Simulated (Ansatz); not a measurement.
**PH₃+ (doublet): energies up the ladder**

Wanted for PH₃+ (doublet): energies up the ladder. Charge +1. Spin multiplicity 2.

Computed with Ansatz 0.2.0 (the levels named in each step, unless a step's input says otherwise).

### Step 1. The structure to begin with

Bond lengths: P1–H2 1.387 Å, P1–H3 1.387 Å, P1–H4 1.387 Å. Angles: H2–P1–H3 92.5°, H2–P1–H4 92.2°, H3–P1–H4 92.1°.

Coordinates:

```xyz
4

P     0.0046   -0.0015    0.0682
H    -0.5031    1.0766   -0.6409
H     1.0983   -0.1187   -0.7762
H    -0.7336   -0.9084   -0.6778
```

### Step 2. A rough first relaxation, PBE-D4/def2-SVP

The input, input.yaml:

```yaml
crystal:
  periodic: [false, false, false]
  atoms:
    - { symbol: P, position_ang: [0.00461, -0.00151, 0.06817] }
    - { symbol: H, position_ang: [-0.50306, 1.07661, -0.64085] }
    - { symbol: H, position_ang: [1.09828, -0.11873, -0.77623] }
    - { symbol: H, position_ang: [-0.73361, -0.90843, -0.67781] }
magnetization:
  spin_polarized: true
  initial_magnetization: 1
total_charge: 1
basis:
  gaussian: { orbitals: def2-SVP }
hamiltonian:
  xc: pbe
  dispersion: d4
relax:
  f_tol: 0.03
  max_steps: 200
```

The run is started by

```console
ansatz run input.yaml --threads 2 --pin off --max-ram 5120MiB --backend cpu --events-out ev --progress --plain --runs-dir out
```

Further steps of the session: Relaxation, PBE0-D4/def2-TZVPP; Frequencies, PBE0-D4/def2-TZVPP; Single point, PBE-D4/def2-TZVPP; Single point, r2SCAN-D4/def2-TZVPP; Single point, B3LYP-D4/def2-TZVPP; Single point, wB97M-V/def2-TZVPP; Single point, B2PLYP/def2-TZVPP; Single point, LDA/def2-TZVPP; Single point, PBE0-D4/def2-SVP; Single point, PBE-D4/def2-SVP; Single point, CCSD(T)/def2-TZVPP; Single point, CCSD(T)/def2-QZVPP.

Before running it: what results should come out? Wanted: P1–H2 at PBE0-D4/def2-TZVPP; P1–H3 at PBE0-D4/def2-TZVPP; frequencies at PBE0-D4/def2-TZVPP; energy at CCSD(T)/CBS.

The runs gave:

```
                         quantity             value
      P1–H2 at PBE0-D4/def2-TZVPP           1.404 Å
      P1–H3 at PBE0-D4/def2-TZVPP           1.404 Å
frequencies at PBE0-D4/def2-TZVPP  722 to 2537 cm⁻¹
            energy at CCSD(T)/CBS      -9316.019 eV
```

What this shows: No mode is imaginary, so the geometry is a minimum. These totals serve in differences with atoms or fragments at the same level; alone they don't rank the methods.
